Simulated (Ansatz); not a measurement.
H₂, singlet: the ladder up to full CI

Geometry: MP2(full)/6-31G*, from the G2/97 set.

```xyz
2

H     0.0000    0.0000    0.0000
H     0.0000    0.0000    0.7372
```

Basis 6-31G* (Cartesian d functions); Ansatz 0.2.0. Only valence electrons are correlated (noble-gas cores frozen), which leaves 2 electrons in 4 orbitals. R marks a restricted (for open shells ROHF) determinant. Active spaces: valence = (2e, 2o) chosen from the atoms' valence shells.

Full CI is exact within this basis and frozen core; it isn't the basis-set limit.

- UHF ⟨S²⟩: 0.000
- T1 diagnostic (RCCSD): 0.0040
- largest doubles amplitude (RCCSD): 0.077

```tsv
level	E − E(full CI) (kJ/mol)	share of correlation (%)	wall time
RHF	65.2	0.00	–
RMP2	19.7	69.81	–
RCCSD	0.0	100.01	0.06 s
RCCSD(T)	0.0	100.01	0.06 s
BCCD(T)	0.0	100.01	0.09 s
CASSCF (valence space)	14.3	78.02	–
NEVPT2 (valence space)	5.9	90.96	0.03 s
MRCISD (valence space)	0.0	99.98	–
MRCISD+Q (valence space)	0.0	100.04	0.09 s
```

The correlation energy at full CI, counted from RHF, is -0.676 eV. That run took 0.03 s on 1 thread of Intel Xeon 6975P-C, shared host over 8 determinants.

Times hold each run's SCF and search for its determinant on a shared host, so for small cases they say little of a method's own cost; they ran on 1 thread of Intel Xeon 6975P-C.

The full-CI state has the irrep Ag of D2h, in the program's axes (one component, if the state is degenerate).

Natural occupations of full CI about the gap: 1.971 0.023 0.005 0.000; effectively unpaired electrons, Σ n²(2−n)², 0.01.

Atomization energy (electronic, same basis, no zero-point term; atoms at the same level, unrestricted beside the R rows where the molecule is a closed shell, with restricted open-shell steps beyond CCSDT(Q)) at full CI: 407.4 kJ/mol. Errors of other levels:

```tsv
level	error (kJ/mol)
RHF	-65.2
RMP2	-19.7
RCCSD	0.0
RCCSD(T)	0.0
BCCD(T)	0.0
CASSCF (valence space)	-14.3
NEVPT2 (valence space)	-5.9
MRCISD (valence space)	0.0
MRCISD+Q (valence space)	0.0
```

This basis is far from its limit, so the value isn't to be set against a measured one. Truncated CI isn't size-consistent, which counts against it in atomization.
